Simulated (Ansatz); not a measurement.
The input, for Ansatz 0.2.0:

```yaml
crystal:
  periodic: [false, false, false]
  atoms:
    - {symbol: Al, position_ang: [0.109860, -0.729031, 2.127245]}
    - {symbol: Ga, position_ang: [-0.055014, 0.611553, 0.046357]}
    - {symbol: Cl, position_ang: [0.021606, -0.706934, -1.706301]}
    - {symbol: H, position_ang: [0.104715, 2.077529, -0.133956]}
basis:
  gaussian: {orbitals: cc-pVDZ}
magnetization: {spin_polarized: true, initial_magnetization: 2}
hamiltonian: {pseudopotentials: {relativity: none}}
correlation: {method: ccsd_t, electrons: outside_noble_gas}
output: {forces: true}
```

```sh
$ ansatz run in.yaml --threads 1 --pin off --events-out ev --progress --plain --max-ram 2393MiB
```

Question: Roughly how long does this take on 1 thread of Arm Neoverse V2, shared host, and how much host memory?

Answer: 25 s wall and 0.23 GiB.

```
742 factors; integrals over basis functions are off by at most 8.8e-4 eV
mean field evaluation 1: about -71434.4160 eV, gradient 1.0e1 eV
mean field evaluation 2: about -71434.4229 eV, gradient 1.0e1 eV
mean field evaluation 4: about -71435.9044 eV, gradient 1.8e0 eV
mean field evaluation 8: about -71436.0795 eV, gradient 2.5e-1 eV
mean field evaluation 16: about -71435.6771 eV, gradient 4.4e0 eV
mean field evaluation 32: about -71436.0885 eV, gradient 1.4e-3 eV
mean field evaluation 64: about -71435.7418 eV, gradient 9.0e-1 eV
mean field evaluation 96: about -71434.0314 eV, gradient 3.1e-2 eV
mean field evaluation 128: about -71435.4219 eV, gradient 2.1e0 eV
mean field evaluation 160: about -71433.7981 eV, gradient 1.0e0 eV
mean field evaluation 192: about -71433.8374 eV, gradient 2.1e0 eV
mean field -71436.08852727 eV, -2625.2278322573 hartree, gradient 3.7e-6 eV, S^2 2.015630; 10 other end points of the search recorded, 0 dependent functions left out
determinant -71436.08852727 eV, -2625.2278322573 hartree, with singles and doubles -71443.08286929 eV, -2625.4848695856 hartree
determinant -71435.65923406 eV, -2625.2120560229 hartree, with singles and doubles -71442.53790449 eV, -2625.4648424986 hartree
determinant -71434.03135797 eV, -2625.1522326797 hartree, with singles and doubles -71440.95236350 eV, -2625.4065749420 hartree
determinant -71433.24818869 eV, -2625.1234517399 hartree, with singles and doubles -71440.44377338 eV, -2625.3878845997 hartree
determinant -71436.08852727 eV, -2625.2278322573 hartree, with singles and doubles -71443.08482684 eV, -2625.4849415241 hartree
determinant -71435.65923406 eV, -2625.2120560229 hartree, with singles and doubles -71442.53940928 eV, -2625.4648977987 hartree
24 core orbitals not correlated: weight in the atoms' cores, before any rotation towards them, 0.989 or more for the frozen orbitals, at most 0.014 for the correlated occupied ones
reference -71436.08852727 eV, -2625.2278322573 hartree; 8, 6 occupied and 36, 38 virtual orbitals, 742 factors
second order -6.02353807 eV of doubles, -0.00000000 eV of singles
cycle   1  -6.99629887 eV  change    7.0e-7 eV  update   2.9e-6
cycle   2  -6.99629854 eV  change    3.3e-7 eV  update   2.0e-6
cycle   3  -6.99629878 eV  change   -2.4e-7 eV  update   1.3e-6
cycle   4  -6.99629934 eV  change   -5.7e-7 eV  update   7.3e-7
cycle   5  -6.99629980 eV  change   -4.6e-7 eV  update   6.2e-7
cycle   6  -6.99629984 eV  change   -3.7e-8 eV  update   4.9e-7
cycle   7  -6.99629962 eV  change    2.2e-7 eV  update   3.4e-7
cycle   8  -6.99629958 eV  change    4.6e-8 eV  update   1.9e-7
perturbative correction -0.19138016 eV, -0.0070330911 hartree
the calculation of the forces begins
Total energy: -71443.27620701 eV, -2625.4919746156 hartree
Atom 0 at     0.109860    -0.729031     2.127245 Å, force    -0.051629    -0.233642     0.395685 eV/Å
Atom 1 at    -0.055014     0.611553     0.046357 Å, force     0.101940    -1.340318    -0.105336 eV/Å
Atom 2 at     0.021606    -0.706934    -1.706301 Å, force    -0.079011    -0.031005    -0.084345 eV/Å
Atom 3 at     0.104715     2.077529    -0.133956 Å, force     0.028700     1.604966    -0.206003 eV/Å
Dipole moment:    -0.024183     0.119620     0.561865 e Å
```

Forces (eV/Å):
```
Al  -0.052 -0.234  0.396
Ga   0.102 -1.340 -0.105
Cl  -0.079 -0.031 -0.084
H    0.029  1.605 -0.206
```
